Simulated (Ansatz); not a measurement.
```yaml
crystal:
  periodic: [false, false, false]
  atoms:
    - {symbol: F, position_ang: [-1.577335, -0.418713, -0.000522]}
    - {symbol: Ga, position_ang: [0.052320, 0.161267, 0.000191]}
    - {symbol: O, position_ang: [1.635382, -0.313058, -0.000341]}
    - {symbol: H, position_ang: [0.152607, 1.706071, 0.002018]}
basis:
  gaussian: {orbitals: def2-TZVP}
magnetization: {spin_polarized: true, initial_magnetization: 1}
hamiltonian: {xc: pbe0}
relax: {f_tol: 0.004, max_steps: 80}
```

```sh
$ ansatz run in.yaml --threads 1 --pin off --events-out ev --progress --plain --max-ram 2176MiB
```

Steps of the relaxation (energy above the last step; positions in Å, forces in eV/Å):

```
4
step 1, 562.8 meV
F    -1.577   -0.419   -0.001   -0.083   -0.551   -0.001
Ga    0.052    0.161    0.000   -3.503    1.831    0.002
O     1.635   -0.313    0.000    3.612   -1.669   -0.002
H     0.153    1.706    0.002   -0.026    0.388    0.000
```

```
4
step 2, 316.0 meV
F    -1.570   -0.450   -0.001    0.081   -0.454   -0.001
Ga    0.041    0.196    0.000   -1.780    1.692    0.002
O     1.653   -0.371    0.000    1.776   -1.182   -0.001
H     0.138    1.761    0.002   -0.076   -0.056    0.000
```

```
4
step 3, 73.4 meV
F    -1.497   -0.547   -0.001    0.681    0.201    0.000
Ga    0.032    0.339    0.000    0.440   -0.137    0.000
O     1.648   -0.565   -0.001   -1.045    0.340    0.000
H     0.080    1.910    0.002   -0.076   -0.403    0.000
```

```
4
step 8, 0.0 meV
F    -1.392   -0.568   -0.001    0.000    0.000    0.000
Ga    0.064    0.393    0.000    0.000    0.000    0.000
O     1.549   -0.622   -0.001    0.000    0.000    0.000
H     0.043    1.933    0.002    0.000    0.000    0.000
```

Close pairs at the end: Ga2–H4 1.540 Å, F1–Ga2 1.745 Å, Ga2–O3 1.798 Å.

A stationary point of unrestricted PBE0 after 8 steps, with ⟨S²⟩ = 0.754 against 0.75 for a pure state; no frequencies were run, so it isn't proven a minimum. 96 s on 1 thread of Arm Neoverse V1, shared host.
